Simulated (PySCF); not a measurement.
**CH3FN2, a complex of two parts: interaction energy**

An exercise on one series of results from a longer session: the logs are not shown, and one member is left open.

Computed with PySCF 2.14.0; each step states its level. No surroundings beyond the atoms listed, unless a continuum is named. Atoms count from 0, parts from 1.

### Starting point

7 atoms, charge 0, multiplicity 1; geometry: GFN2-xTB. Parts: 1 = atoms 0–4, `N#CN`, charge 0; 2 = atoms 5–6, `F`, charge 0.

Set-up of the first run:

What the job is given:

```
{"job": {"xc": "PBE0", "basis": "def2-SVPD", "d3": "d3bj", "grid": 2, "kind": "geom", "shake": 0.01}, "charge": 0, "multiplicity": 1, "parts": [{"atoms": "0-4", "charge": 0, "multiplicity": 1}, {"atoms": "5-6", "charge": 0, "multiplicity": 1}]}
N     -0.945715    -0.087642    -0.200913
C      0.218495    -0.025368     0.330224
N      1.265608    -0.029972     0.757747
H     -1.178615     0.665907    -0.863086
H     -1.718411    -0.465461     0.328904
F      3.645607     0.058879     1.732899
H      2.778012     0.006406     1.366020
```

On the command line:

```
$ OMP_NUM_THREADS=1 python cluster_run.py task.json out
```

One launch serves the whole session: the jobs run in the order shown.

Among the steps run: Optimising the geometry at PBE0-D3(BJ)/def2-SVPD; Coupled-cluster interaction energy: CCSD(T) and MP2.

One of the session's tables, all rows but one given; the rest of the session is left out.

It belongs to the step «Coupled-cluster interaction energy: CCSD(T) and MP2». 

```
                 method  interaction energy (kcal/mol)
         HF/aug-cc-pVDZ                          -7.92
        MP2/aug-cc-pVDZ                              ?
       CCSD/aug-cc-pVDZ                          -8.54
    CCSD(T)/aug-cc-pVDZ                          -8.82
         HF/aug-cc-pVTZ                          -8.19
        MP2/aug-cc-pVTZ                          -9.88
    SCS-MP2/aug-cc-pVTZ                          -9.12
      MP2, extrapolated                         -10.05
CCSD(T), limit estimate                          -9.67
```

Estimate the missing values for MP2/aug-cc-pVDZ.

**Answer.** interaction energy (kcal/mol): -9.20. In the column «interaction energy (kcal/mol)» it lies between CCSD(T), limit estimate (-9.67) and SCS-MP2/aug-cc-pVTZ (-9.12).

Limits of these values: The interaction energy leaves out the deformation of the parts, 0.99 kcal/mol (MP2); added to the CCSD(T) estimate it gives a binding of about -8.68 kcal/mol.
